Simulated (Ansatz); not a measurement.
Geometry optimisation, RKS PBE0-D4/def2-SVP in Ansatz.

The input (input.yaml):

```yaml
crystal:
  periodic: [false, false, false]
  atoms:
    - { symbol: C, position_ang: [-1.09504, 1.24918, -0.62473] }
    - { symbol: Mg, position_ang: [-0.15444, -0.32101, 0.35299] }
    - { symbol: O, position_ang: [1.37989, -1.56979, 0.78481] }
    - { symbol: H, position_ang: [-2.01733, 0.88182, -1.07596] }
    - { symbol: H, position_ang: [-0.41452, 1.61611, -1.39308] }
    - { symbol: H, position_ang: [-1.31263, 2.03527, 0.09922] }
    - { symbol: H, position_ang: [1.46843, -2.49385, 0.50236] }
    - { symbol: H, position_ang: [2.14564, -1.39773, 1.3544] }
total_charge: 1
basis:
  gaussian: { orbitals: def2-SVP }
hamiltonian:
  xc: pbe0
  dispersion: d4
relax:
  f_tol: 0.02
  max_steps: 40
scf:
  lower_state_search: "off"
```

Command:

```bash
$ ansatz run input.yaml --threads 1 --pin off --max-ram 2048MiB --backend cpu --events-out ev --progress --plain --runs-dir out
```

Problem. Where does it end, and by what steps?

Solution. It converged. Limits of this set-up: the dipole of an ion depends on the origin. After 5 steps the energy has fallen by 0.053 eV; Mg2 moved furthest, 0.41 Å.

```tsv
step	energy less start (eV)	largest force component (eV/Å)	accepted
0	0.0000	0.485	yes
1	-0.0093	0.544	yes
2	-0.0228	0.514	yes
3	-0.0464	0.158	yes
4	-0.0523	0.024	yes
5	-0.0529	0.014	yes
```

```xyz
8
Properties=species:S:1:pos:R:3
C -1.095 1.266 -0.642
Mg 0.149 -0.198 0.101
O 1.395 -1.616 0.821
H -2.027 0.815 -1.016
H -0.597 1.796 -1.469
H -1.341 1.989 0.150
H 1.398 -2.562 0.598
H 2.118 -1.488 1.458
```

Whether the end is a true minimum wasn't checked by a vibrational analysis.

Time of the run: 9.5 s on 1 thread of Arm Neoverse V2, with other jobs on the host, peak memory 0.12 GiB.
